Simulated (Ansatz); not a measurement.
The same path of AlClFH3 (6 atoms, charge 0, multiplicity 1) was run 3 times with different band settings. Lost on the way: H5–Cl6. Made: F2–H5.

All numbers below come from RKS PBE-D4/def2-SVPD (Ansatz 0.2.0).

Relaxed end points:

```xyz
6
Properties=species:S:1:pos:R:3
Al -0.615 0.337 -0.362
F -0.782 -0.633 1.079
H -0.920 -0.424 -1.722
H -0.598 1.905 -0.117
H 1.032 -0.845 1.007
Cl 1.883 -0.341 0.115
```

```xyz
6
Properties=species:S:1:pos:R:3
Al -0.256 0.399 -0.525
F -0.503 -0.744 1.180
H -0.951 -0.462 -1.659
H -0.627 1.865 -0.053
H 0.475 -0.878 1.175
Cl 1.863 -0.179 -0.117
```

Common settings: movable images 7; climbing image yes; spring 5.0 eV/Å²; optimiser quadratic models (default); force threshold 0.05 eV/Å; iteration limit 60; end points relaxed.

| run | start path |
| --- | --- |
| 1 | through a guess of the saddle point |
| 2 | straight line |
| 3 | straight line |

Q: What does each run give, and how far can it be trusted?

A: Run 1: converged after 6 iterations, highest image 0.019 eV above the first end. A vibrational analysis at the climbing image gives one clearly imaginary mode, 271i cm⁻¹: a first-order saddle point.
Run 2: converged after 6 iterations, highest image 0.019 eV above the first end. Another band between the same ends (7 images) ends at a top of the same energy, where a vibrational analysis finds 1 clearly imaginary mode.
Run 3: converged after 6 iterations, highest image 0.019 eV above the first end. Another band between the same ends (7 images) ends at a top of the same energy, where a vibrational analysis finds 1 clearly imaginary mode.
The orbitals stay closed-shell, which can raise the energy where a bond breaks towards radicals; this wasn't checked here.
